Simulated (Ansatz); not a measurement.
A plane-wave DFT run in Ansatz 0.2.0 (scalar-relativistic PAW potentials unless the input names others): input and command.

```yaml
crystal:
  lattice:
    - [3.6673691865, 0.0, 0.0]
    - [0.0, 3.6673691865, 0.0]
    - [0.0, 0.0, 11.0304628236]
  atoms:
    - { symbol: K, position: [0.0, 0.5, 0.3006762324] }
    - { symbol: K, position: [0.5, 0.0, 0.6993237676] }
    - { symbol: Ti, position: [0.0, 0.0, 0.0] }
    - { symbol: Ti, position: [0.5, 0.5, 0.0] }
basis:
  ecutwfc: 420
kpoints:
  mp_grid: { grid: [12, 12, 4] }
hamiltonian:
  xc: pbe
  hubbard: { sites: [{ species: Ti, l: d, u_eff: 40.0 }] }
scf:
  occupations: { method: gaussian, width: 0.1 }
  max_iter: 60
output:
  forces: true
  eigenvalues: true
  stress: true
```

```bash
ansatz run input.yaml --threads 1 --pin off --max-ram 2560MiB --backend cpu --events-out ev --progress --plain --runs-dir out
```

Abridged log:
```
K: projections on atomic orbitals take those of the free atom [Ne] 3s2 3p6 4s1, of charge +0.00 (hamiltonian.pseudopotentials.projection_atoms); the dataset's partial waves leave at most 2.3e-7 of an orbital's norm unspanned inside its sphere
Ti: projections on atomic orbitals take those of the free atom [Ne] 3s2 3p6 3d2 4s2, of charge +0.00 (hamiltonian.pseudopotentials.projection_atoms); the dataset's partial waves leave at most 4.1e-7 of an orbital's norm unspanned inside its sphere
Pseudopotentials: kind: paw
Pseudopotential: K, paw, valence charge 9, recommended cutoff 420 eV (normal)
Pseudopotential: Ti, paw, valence charge 12, recommended cutoff 420 eV (normal)
Functional definition: PBE
Crystal: 4 atoms, lattice volume = 148.355 Å³
Basis set: ecut = 420 eV, 2893 PW (Γ), exchange–correlation on 50×50×150 points (8 copies of the dense FFT grid, shifted against one another)
Bands: 26, of which v1, the nominal top of the filled ones, is band 21 counted from 1 (20 counted from 0)
Symmetry: 16 space group operations
Space group: P4/nmm (ITA 129), of the structure as read, at distance tolerance 5.3e-5 Å
k-points: 84 of 576
Initial density: superposition of atomic densities (chi_scale 0.1, normalization cell, long waves of neutral atoms under a Hubbard term (reshape's long-wave potential 0.75 eV rms, cloud 3.63 Å wide))
Initial wavefunctions: pseudopotential atomic-orbital guess
Functional: x = pbe(κ = 0.804, μ = 0.21951497), c = pbe(β = 0.06672455)
SCF iter   1: F=—  HF=-8037.880523 eV  |F-HF|=—  |Δ(HF+E_count)|=         —  Δρ=1.24e-1  dr2=1.69e2  ethr=3.10e-3  ⟨swp⟩=10.4  Hψ=14022  notcnv=0
SCF iter   2: F=—  HF=-8031.824509 eV  |F-HF|=—  |Δ(HF+E_count)|=    6.06e0  Δρ=7.01e-2  dr2=7.17e1  ethr=3.10e-3  ⟨swp⟩=4.9  Hψ=6599  notcnv=0  defer=29
SCF iter   3: F=—  HF=-8027.028536 eV  |F-HF|=—  |Δ(HF+E_count)|=    4.80e0  Δρ=2.62e-2  dr2=1.26e0  ethr=3.10e-3  ⟨swp⟩=10.4  Hψ=11151  notcnv=0  defer=57
SCF iter   4: F=—  HF=-8026.939500 eV  |F-HF|=—  |Δ(HF+E_count)|=   8.90e-2  Δρ=8.14e-3  dr2=3.67e-1  ethr=3.01e-3  ⟨swp⟩=6.7  Hψ=6793  notcnv=0  defer=57
SCF iter   5: F=—  HF=-8026.885101 eV  |F-HF|=—  |Δ(HF+E_count)|=   5.44e-2  Δρ=3.22e-3  dr2=3.79e-2  ethr=8.73e-4  ⟨swp⟩=4.2  Hψ=3908  notcnv=0  defer=47
SCF iter   6: F=—  HF=-8026.882352 eV  |F-HF|=—  |Δ(HF+E_count)|=   2.75e-3  Δρ=1.38e-3  dr2=6.42e-3  ethr=9.01e-5  ⟨swp⟩=3.9  Hψ=4979  notcnv=0  defer=44
SCF iter   7: F=—  HF=-8026.882109 eV  |F-HF|=—  |Δ(HF+E_count)|=   2.43e-4  Δρ=6.65e-4  dr2=2.19e-3  ethr=1.53e-5  ⟨swp⟩=2.0  Hψ=2431  notcnv=0  defer=41
SCF iter   8: F=—  HF=-8026.881897 eV  |F-HF|=—  |Δ(HF+E_count)|=   2.12e-4  Δρ=1.06e-4  dr2=1.23e-4  ethr=5.22e-6  ⟨swp⟩=2.2  Hψ=3101  notcnv=0  defer=41
SCF iter   9: F=—  HF=-8026.881894 eV  |F-HF|=—  |Δ(HF+E_count)|=   3.20e-6  Δρ=3.38e-5  dr2=3.23e-6  ethr=2.92e-7  ⟨swp⟩=2.4  Hψ=3413  notcnv=0  defer=41
SCF iter  10: F=—  HF=-8026.881898 eV  |F-HF|=—  |Δ(HF+E_count)|=   4.26e-6  Δρ=1.39e-5  dr2=3.60e-7  ethr=7.69e-9  ⟨swp⟩=3.2  Hψ=4725  notcnv=0  defer=41
SCF iter  11: F=—  HF=-8026.881898 eV  |F-HF|=—  |Δ(HF+E_count)|=   7.78e-8  Δρ=3.80e-6  dr2=1.19e-7  ethr=2.38e-10  ⟨swp⟩=16.9  Hψ=17206  notcnv=0
SCF iter  12: F=-8026.881898 eV  HF=-8026.881898 eV  |F-HF|=2.81e-8  |Δ(HF+E_count)|=   1.03e-8  Δρ=2.63e-6  dr2=3.45e-8  ethr=2.38e-10  ⟨swp⟩=5.1  Hψ=8183  notcnv=0
SCF 1 converged in 12 iterations: F = -8026.881898 eV  dr2 = 3.45e-8
SCF converged after 12 iterations
Free energy (F): -8026.881898 eV
Harris-Foulkes:  -8026.881898 eV  (|F-HF|=2.81e-8)
Internal energy: -8026.871292 eV  (E = F + TS)
E sigma→0 (E₀):  -8026.876595 eV
Entropy (-TS):   -0.010606 eV (-2.651 meV/atom)
Fermi energy:    7.485916 eV
--- Forces (eV/Å), atoms counted from 1 ---
  atom   1  K      0.00000000     0.00000000     0.77611764
  atom   2  K      0.00000000     0.00000000    -0.77611764
  atom   3  Ti     0.00000000     0.00000000     0.00000000
  atom   4  Ti     0.00000000     0.00000000     0.00000000
--- Stress (GPa, compression-positive) ---
       65.414103       0.000000       0.000000
        0.000000      65.414103       0.000000
        0.000000       0.000000       4.735032
  P = ⅓ Tr σ = 45.1877 GPa (451.877 kbar)
Occupation matrices written to <dir>
```

Question: What should be changed?

Answer: The fault is an enormous or negative U (hamiltonian.hubbard: not typed → {"sites": [{"species": "Ti", "l": "d", "u_eff": 40.0}]}, the first being the value of the sound run). Setting it back cures it. The run converged all the same, with an energy at zero smearing 11.3 eV/atom above the reference's (the Hamiltonian itself differs), pressure 45.19 GPa, largest force 0.776 eV/Å, no gap on the mesh, so convergence alone doesn't show that an input is right. A reference run on usual settings, whose relaxation ended at this geometry, converged, and the end of its own relaxation has pressure 0.00 GPa, largest force 0.000 eV/Å, no gap on the mesh.

The run took 43 s on 1 thread of Arm Neoverse V1, with other jobs on the host, peak memory 0.71 GiB.